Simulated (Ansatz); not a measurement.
Relaxed structures of CH4NS (charge +1), singlet (PBE0-D4/def2-TZVP; forces vanish, vibrations not checked; lower isomers may exist, and structures with a doubtful reference or unclear bonds are left out; Å). Ansatz 0.2.0; basis: def2-TZVPP; cores frozen in the correlated methods.

Task: Rank them by CCSD(T) energy, lowest first, and give each one's height above the lowest. Links in brackets join atoms within 1.22 times the sum of their covalent radii (1.1 for two metals). (An estimate is asked for; the value comes from the calculation.)
A.
CH₄NS ([NH3][CH][S]), total charge +1
```
7
angstrom
N -0.7375 0.5950 -0.6239
C 0.1407 -0.1399 0.3483
S 1.5295 -0.7319 -0.0911
H -1.6500 0.1350 -0.7226
H -0.2780 0.6195 -1.5407
H -0.3282 -0.1804 1.3305
H -0.9107 1.5584 -0.3142
```
B.
CH₄NS ([NH][CH][SH2]), total charge +1
```
7
angstrom
N -0.4626 0.4561 -0.6419
C -0.1060 -0.2511 0.3014
S 1.6530 -0.8613 0.2164
H -1.4413 0.7497 -0.6121
H 2.0198 -0.0234 -0.7825
H -0.6210 -0.6518 1.1765
H 2.1718 -0.0956 1.2065
```
C.
CH₄NS ([NH2][CH][SH]), total charge +1
```
7
angstrom
N -0.7999 0.3335 -0.6880
C -0.0070 -0.0776 0.2494
S 1.6565 -0.2582 0.0527
H -1.7931 0.4244 -0.5171
H -0.4716 0.5778 -1.6151
H -0.4597 -0.3137 1.2083
H 1.8747 -0.6861 1.3097
```

Result: The calculation gives: C (0.00 kcal/mol), A (17.20 kcal/mol), B (41.28 kcal/mol). Heights count from the lowest.

The T1 diagnostic stays at or below 0.017. The restricted Hartree–Fock reference is unstable towards an unrestricted one at one or more of these structures.

For scale, one of the runs: CCSD(T)/def2-TZVPP, 160 basis functions, launched by `ansatz run in.yaml --threads 2 --pin off --events-out ev --progress --plain --max-ram 4352MiB`. The run took 16 s on 2 CPU threads of an Arm Neoverse V1 (shared host), with 1.1 GiB of host memory at its peak.
